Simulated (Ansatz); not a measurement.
Stepwise reaction of `[NH2][Mg][NH2]` with hydrogen sulfide, as a gas-phase model of exchange steps in deposition or etching. ΔE in kJ/mol; ΔG adds harmonic PBE0-D4 terms to CCSD(T)/CBS, at 1 bar.

Calculated with Ansatz (gas phase, PBE0-D4/def2-TZVP geometries, no zero-point term in ΔE). CCSD(T)/CBS is the MP2 limit (def2-TZVPP, def2-QZVPP) plus CCSD(T) − MP2 in def2-TZVPP, frozen cores. This one scheme is used for every species. Functionals use def2-TZVPP. B3LYP here is the variant with VWN-RPA as its local correlation; programs differ in this. For Mg outer-core shells are correlated without core-valence functions, which leaves a few kJ/mol of doubt a bond. Each species was taken in one conformer, which may not be the lowest.

| step | reaction | PBE-D4 | B3LYP-D4 | ωB97M-V | CCSD(T)/CBS | ΔG(600 K) |
| --- | --- | --- | --- | --- | --- | --- |
| 1 | `[NH2][Mg][NH2]` + H₂S → `[NH2][Mg][SH]` + NH₃ | -80.9 | -77.1 | -78.4 | -78.8 | -72.7 |
| 2 | `[NH2][Mg][SH]` + H₂S → `[SH][Mg][SH]` + NH₃ | -78.4 | -74.4 | -75.1 | -75.8 | -59.2 |

Question: By hand: ΔE of the 2 steps together at CCSD(T)/CBS.

Answer: (-78.8) + (-75.8) = -154.6 kJ/mol, or -77.3 kJ/mol a step.

In ΔE the steps differ by no more than 3.0 kJ/mol. All are downhill at CCSD(T)/CBS. ΔG lies between -72.7 and -59.2 kJ/mol a step. PBE-D4 differs from CCSD(T)/CBS by -2.6 to -2.1 kJ/mol a step. Isolated molecules leave out the surface, adducts and barriers. Largest T1 diagnostic: 0.009.
